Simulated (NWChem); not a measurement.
All runs are NWChem calculations. System: BCl3, charge 0, spin multiplicity 1, at a geometry optimised with PBE0/def2-SVP. The structure started from a generated list of species. Level: TD-PBE/def2-SVP.

NWChem printed:

```
             Northwest Computational Chemistry Package (NWChem) 7.3.0
             --------------------------------------------------------

                                NWChem Input Module
                                -------------------

 Scaling coordinates for geometry "geometry" by  1.889725989
 (inverse scale =  0.529177249)

 Turning off AUTOSYM since
 SYMMETRY directive was detected!

                             Geometry "geometry" -> ""
                             -------------------------

 Output coordinates in angstroms (scale by  1.889725989 to convert to a.u.)

  No.       Tag          Charge          X              Y              Z
 ---- ---------------- ---------- -------------- -------------- --------------
    1 B                    5.0000     0.00000000     0.00000000     0.00000000
    2 Cl                  17.0000     0.00000000     0.00000000     1.74206300
    3 Cl                  17.0000     1.50866700     0.00000000    -0.87103100
    4 Cl                  17.0000    -1.50866700     0.00000000    -0.87103100

 Effective nuclear repulsion energy (a.u.)     229.5135857618

            Nuclear Dipole moment (a.u.)
            ----------------------------
        X                 Y               Z
 ---------------- ---------------- ----------------
     0.0000000000     0.0000000000     0.0000321253

      Symmetry information
      --------------------

 Group name             C2v
 Group number             16
 Group order               4
 No. of unique centers     3

      Symmetry unique atoms

     1    2    3


 Summary of "ao basis" -> "" (spherical)
 ------------------------------------------------------------------------------
       Tag                 Description            Shells   Functions and Types
 ---------------- ------------------------------  ------  ---------------------
 *                          def2-svp                  on all atoms

  pbe96 is a nonlocal functional; adding pw91lda local functional.

                                 NWChem DFT Module
                                 -----------------

 Summary of "ao basis" -> "ao basis" (spherical)
 ------------------------------------------------------------------------------
       Tag                 Description            Shells   Functions and Types
 ---------------- ------------------------------  ------  ---------------------
 B                          def2-svp                 6       14   3s2p1d
[...]
     Magnetic Dipole                               0.0000017301
     Total Oscillator Strength                     0.0000017495

          sigma_e =   1.6167 Angstrom
          sigma_h =   1.9167 Angstrom
         |d_h->e| =   0.5868 Angstrom
            d_exc =   2.5790 Angstrom
            d_CD1 =   0.8868 Angstrom
            d_CD2 =  -1.1798 Angstrom
            d_CD3 =   3.1659 Angstrom
     Pearson C.C. =  -0.0032

     Occ.   25  b1  ---  Virt.   29  b2  -0.99984 X
  ----------------------------------------------------------------------------
  Root   3 singlet b2             0.227532800 a.u.                6.1915 eV
  ----------------------------------------------------------------------------
     Transition Moments    X -0.00000   Y  0.00000   Z  0.00000
     Transition Moments   XX  0.00000  XY -0.00001  XZ  0.00000
     Transition Moments   YY -0.00000  YZ -0.55650  ZZ  0.00000
     Dipole Oscillator Strength                    0.0000000000
     Electric Quadrupole                           0.0000000194
     Magnetic Dipole                               0.0000017302
     Total Oscillator Strength                     0.0000017496

          sigma_e =   1.6167 Angstrom
          sigma_h =   1.9167 Angstrom
         |d_h->e| =   0.5869 Angstrom
            d_exc =   2.5790 Angstrom
            d_CD1 =   0.8869 Angstrom
            d_CD2 =  -1.1798 Angstrom
            d_CD3 =   3.1659 Angstrom
     Pearson C.C. =  -0.0032

     Occ.   24  a1  ---  Virt.   29  b2   0.99984 X
  ----------------------------------------------------------------------------
  Root   4 singlet a1             0.251857208 a.u.                6.8534 eV
  ----------------------------------------------------------------------------
     Transition Moments    X  0.00000   Y  0.00000   Z -0.89341
     Transition Moments   XX  1.88360  XY -0.00000  XZ -0.00000
     Transition Moments   YY  0.00001  YZ  0.00000  ZZ -1.88369
     Dipole Oscillator Strength                    0.1340183611
     Electric Quadrupole                           0.0000003019
     Magnetic Dipole                               0.0000000000
     Total Oscillator Strength                     0.1340186630

          sigma_e =   1.6242 Angstrom
          sigma_h =   1.8302 Angstrom
         |d_h->e| =   0.8111 Angstrom
            d_exc =   2.5777 Angstrom
            d_CD1 =   1.0171 Angstrom
            d_CD2 =  -0.9162 Angstrom
            d_CD3 =   3.3888 Angstrom
     Pearson C.C. =   0.0002

     Occ.   22  a1  ---  Virt.   30  a1  -0.07020 X
     Occ.   24  a1  ---  Virt.   30  a1  -0.11409 X
     Occ.   24  a1  ---  Virt.   32  a1  -0.08018 X
     Occ.   25  b1  ---  Virt.   33  b1   0.08018 X
     Occ.   27  b2  ---  Virt.   29  b2   0.97931 X
     Occ.   27  b2  ---  Virt.   29  b2  -0.06469 Y
     Occ.   28  b1  ---  Virt.   33  b1   0.10277 X
  ----------------------------------------------------------------------------
  Root   5 singlet b1             0.251858708 a.u.                6.8534 eV
  ----------------------------------------------------------------------------
     Transition Moments    X -0.89340   Y  0.00000   Z -0.00000
     Transition Moments   XX  0.00000  XY -0.00000  XZ  1.88365
     Transition Moments   YY  0.00000  YZ  0.00000  ZZ -0.00000
     Dipole Oscillator Strength                    0.1340160873
     Electric Quadrupole                           0.0000003019
     Magnetic Dipole                               0.0000000000
     Total Oscillator Strength                     0.1340163891

          sigma_e =   1.6242 Angstrom
          sigma_h =   1.8303 Angstrom
         |d_h->e| =   0.8110 Angstrom
            d_exc =   2.5777 Angstrom
            d_CD1 =   1.0171 Angstrom
            d_CD2 =  -0.9162 Angstrom
            d_CD3 =   3.3887 Angstrom
     Pearson C.C. =   0.0002

     Occ.   21  b1  ---  Virt.   30  a1  -0.07020 X
     Occ.   24  a1  ---  Virt.   33  b1   0.08018 X
     Occ.   25  b1  ---  Virt.   30  a1  -0.11409 X
     Occ.   25  b1  ---  Virt.   32  a1   0.08019 X
     Occ.   26  a2  ---  Virt.   29  b2   0.97931 X
     Occ.   26  a2  ---  Virt.   29  b2  -0.06469 Y
     Occ.   28  b1  ---  Virt.   32  a1  -0.10276 X

              Target root =      1
          Target symmetry = none
      Ground state energy =  -1404.520657671470
        Excitation energy =      0.194185783029
     Excited state energy =  -1404.326471888441

  stored tddft:energy   -1404.3264718884413

 Task  times  cpu:       10.3s     wall:       10.3s

 Total times  cpu:       10.3s     wall:       10.3s
```

**Question.** Write an NWChem input that would produce this output.

**Answer.** This is not unique; one that fits is 
```
start mol
memory heap 200 mb stack 900 mb global 1100 mb
geometry units angstroms nocenter noautoz
  B      0.000000     0.000000     0.000000
  Cl     0.000000     0.000000     1.742063
  Cl     1.508667     0.000000    -0.871031
  Cl    -1.508667     0.000000    -0.871031
  symmetry group C2v
end
basis spherical
  * library def2-svp
end
dft
  xc xpbe96 cpbe96
  semidirect memsize 60000000 filesize 0
  iterations 100
end
tddft
  rpa
  nroots 5
  notriplet
  thresh 1e-4
end
task tddft energy
```
